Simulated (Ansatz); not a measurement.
**Ti (hcp): energy against volume**

Theory: DFT, BLYP, plane waves (420 eV) with PAW, scalar-relativistic in Ansatz 0.2.0. (PAW data from PBE, frozen cores regenerated.)

The cell is scaled uniformly from the relaxed one, with fractional coordinates and shape fixed. Energies are extrapolated to zero smearing, pressures are those at the given smearing. Magnetic state: non-magnetic.

A Birch-Murnaghan fit gives V₀ = 17.78 Å³/atom, B₀ = 105 GPa, B₀′ = 3.7.

**Question.** What are the energy above the minimum and the pressure at 15.661 Å³/atom?

**Answer.** 101.1 meV/atom and 16.91 GPa as computed.

**Question.** What are the energy above the minimum and the pressure at 16.373 Å³/atom?

**Answer.** 41.6 meV/atom and 10.16 GPa as computed.

**Question.** What are the energy above the minimum and the pressure at 19.220 Å³/atom?

**Answer.** 34.0 meV/atom and -7.05 GPa as computed.
